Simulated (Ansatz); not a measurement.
Two shapes of singlet HClO.

Shape 1:

```xyz
3

O     0.0000    0.7716   -0.6580
H     0.0000    1.4671   -0.1009
Cl    0.0000   -0.4494    0.3156
```

Shape 2:

```xyz
3

O     0.0007    0.8393   -0.7156
H     0.0000    1.5952   -0.1105
Cl   -0.0001   -0.4883    0.3421
```

Basis set: def2-TZVP (spherical functions). Correlated methods keep 6 orbitals frozen. Charge 0, multiplicity 1.

Computed with Ansatz (development build ahead of 0.2.0); each method stands on the lowest determinant of its kind that the runs found.

Problem. Which shape is lower in energy, and by how much in each method?

Solution.

```json
{"method": "RHF", "E(2) − E(1) (eV)": "-0.198"}
{"method": "RHF-MP2", "E(2) − E(1) (eV)": "-0.442"}
```

Shape 2 is lower.
